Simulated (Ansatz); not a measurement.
## Scan of GaSi, quartet

Starting geometry (PBE0/def2-TZVP stationary point for this spin):

```json
{"atom": "Si", "x (Å)": "0.0000", "y (Å)": "0.0000", "z (Å)": "0.0000"}
{"atom": "Ga", "x (Å)": "0.0000", "y (Å)": "0.0000", "z (Å)": "2.4181"}
```

From there Ga2 moves along the line of the two atoms named below, all else staying in place; atoms are numbered as listed. Energies are in kcal/mol, counted from the starting geometry at the same level.

Basis cc-pVDZ; Ansatz 0.2.0. Correlated methods freeze the noble-gas cores and the filled d shells of p-block atoms. R marks a restricted (for open shells ROHF) determinant, U an unrestricted one. No spin–orbit coupling is included, and no scalar relativity.

The frozen core of the U runs drifts against the reference's along the scan: U less R at the highest common level changes by 12 meV, which enters the U errors.

Full CI is exact within this basis and frozen core; it isn't the basis-set limit. The frozen core follows each run's orbitals, which can shift R against U totals by a few meV for light atoms and by up to 0.1 eV past Ca.

```
distance Si1-Ga2 (Å)  full CI  unpaired electrons (full CI)  error RHF  error UHF  error UMP2  error UCCSD  error UCCSD(T)  error BCCD(T)
               1.932     47.3                          3.08       -2.0       -2.1        -1.7         -0.3            -0.3           -0.2
               2.192      8.6                          3.08        0.3        0.1        -0.9         -0.1            -0.1           -0.1
               2.418      0.0                          3.09        0.0        0.0         0.0          0.0             0.0            0.0
               2.700      2.6                          3.09       -1.2       -1.1         0.9          0.0             0.2            0.1
               2.987     10.6                          3.09       -2.4       -2.3         1.9          0.1             0.4            0.3
               3.385     22.8                          3.11       -3.9       -4.4         3.5          0.3             1.0            0.9
               3.944     36.0                          3.15       -7.2       -8.7         3.3         -0.1             1.4            1.3
               4.540     43.7                          3.22      -10.3      -12.3         1.6         -1.6             0.6            0.6
               5.430     47.8                          3.26      -12.0      -14.2         0.6         -2.7            -0.4           -0.4
               6.616     48.9                          3.23      -12.3      -14.7         0.3         -3.1            -0.7           -0.7
               8.146     49.2                          3.15      -12.4      -14.7         0.3         -3.1            -0.7           -0.7
```

Unpaired electrons are Σ n²(2−n)² over natural occupations. Errors are those of relative energies. In total energy the starting point itself misses full CI by: RHF 85.3, UHF 83.6, UMP2 22.1, UCCSD 4.4, UCCSD(T) 1.1, BCCD(T) 1.2 kcal/mol.

Spread of the error over the points with a reference, to 8.146 Å (largest less smallest): BCCD(T) 2.0, UCCSD(T) 2.2, UCCSD 3.5, UMP2 5.1, RHF 12.7, UHF 14.8 kcal/mol.

Going outwards, the relative energy of RHF first misses by more than 1.0 kcal/mol at 2.700 Å.

Going outwards, the relative energy of UMP2 first misses by more than 1.0 kcal/mol at 2.987 Å.

Going outwards, the relative energy of UCCSD first misses by more than 1.0 kcal/mol at 4.540 Å.

Going outwards, the relative energy of BCCD(T) first misses by more than 1.0 kcal/mol at 3.944 Å.
